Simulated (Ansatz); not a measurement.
# SiClO radical (SMILES O=[Si]Cl): one structure at several levels

One table from this session's results is given with a row withheld; the runs are named, their logs left out.

Program: Ansatz 0.2.0, Gaussian basis. Level of theory: single points in def2-TZVPP. These are calculated values, not measurements.

Correlated methods freeze the cores. Orbitals are unrestricted.

## Where the work starts

SMILES `O=[Si]Cl`, 3 atoms, charge 0, spin multiplicity 2.

Atoms are counted from 1 here; the program's logs count them from 0.

Bond lengths: O1–Si2 1.452 Å, Si2–Cl3 2.043 Å. Angles: O1–Si2–Cl3 133.2°.

As a file:

| atom | x (Å) | y (Å) | z (Å) |
| --- | --- | --- | --- |
| O1 | 0.4382 | 1.3503 | 0.4824 |
| Si2 | 0.4231 | -0.0930 | 0.3244 |
| Cl3 | -0.8023 | -1.3767 | -0.6879 |

Set-up of the first run:

run/in.yaml reads:

```yaml
crystal:
  periodic: [false, false, false]
  atoms:
    - {symbol: O, position_ang: [0.438200, 1.350300, 0.482400]}
    - {symbol: Si, position_ang: [0.423100, -0.093000, 0.324400]}
    - {symbol: Cl, position_ang: [-0.802300, -1.376700, -0.687900]}
basis:
  gaussian: {orbitals: def2-TZVPP}
magnetization: {spin_polarized: true, initial_magnetization: 1}
correlation: {method: ccsd_t}
scf: {omitted_lower_state_checks: [cluster_reference]}
output: {forces: true}
```

No record of the launch command was kept for these runs.

Among the steps run: CCSD(T)/def2-TZVPP; PBE0-D4/def2-TZVPP; wB97M-V/def2-TZVPP; r2SCAN-D4/def2-TZVPP; PBE-D4/def2-TZVPP; r2SCANh-D4/def2-TZVPP; B97M-V/def2-TZVPP.

One table of the session follows, with a row left open; its other results are not shown here.

```
    method  RMS force component (eV/Å)  angle to CCSD(T) forces (°)  dipole (D)
   CCSD(T)                       2.374                    reference        2.57
   PBE0-D4                       2.087                          0.9        2.64
   wB97M-V                       2.087                          1.2        2.72
 r2SCAN-D4                       2.239                          0.5        2.55
    PBE-D4                       2.572                          2.8        2.41
r2SCANh-D4                       2.096                          1.2        2.62
    B97M-V                           ?                            ?           ?
```

Estimate the missing values for B97M-V.

The run gave: RMS force component (eV/Å): 2.062; angle to CCSD(T) forces (°): 1.1; dipole (D): 2.53. In the column «RMS force component (eV/Å)» it is the lowest.
